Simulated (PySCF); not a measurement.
Gas-phase reaction: SiH2(NH2)2 + 2 SiH2 = 2 H2SiNH + SiH4

Energies from PySCF, thermal terms from the rigid-rotor harmonic-oscillator model, ideal gas at 1 bar. † marks an energy on the PBE0/def2-TZVP geometry and frequencies. CCSD(T) freezes the core. All species are closed-shell singlets. No R ln 2 is added for the mirror-image form of SiH2(NH2)2. SiH2(NH2)2, H2SiNH: computed as isolated molecules; such fragments, hydroxides, amides, oligomers or adducts are transient or little studied in the gas. CCSD(T) isn't extrapolated to the basis-set limit; its ΔH°(298 K) is -20.8 kJ in def2-SVP and -21.7 kJ in def2-TZVPP. The harmonic model lacks anharmonicity and excited electronic states, which grow with temperature; levels with a mode under 35 cm⁻¹ are left out. Internal rotation in SiH2(NH2)2 is treated as a harmonic vibration of one conformer, which makes the entropy rough. Warning, large T1 diagnostic: H2SiNH (CCSD(T)/def2-SVP†).

| level | ΔE electronic, kJ | ΔH°(298 K), kJ | ΔS°(298 K), J/K | ΔG°(2000 K), kJ |
|---|---|---|---|---|
| CCSD(T)/def2-SVP† | -10 | -21 | -9 | 3 |
| M06-2X/def2-TZVP† | 10 | 0 | -9 | 24 |
| PBE0/def2-QZVP† | -13 | -24 | -9 | 0 |
| r2SCAN/def2-TZVP† | -51 | -62 | -9 | -38 |
| LDA/def2-TZVP† | -34 | -45 | -9 | -21 |
ΔH° is lowest at r2SCAN/def2-TZVP† and highest at M06-2X/def2-TZVP†. No reference value is set beside these.
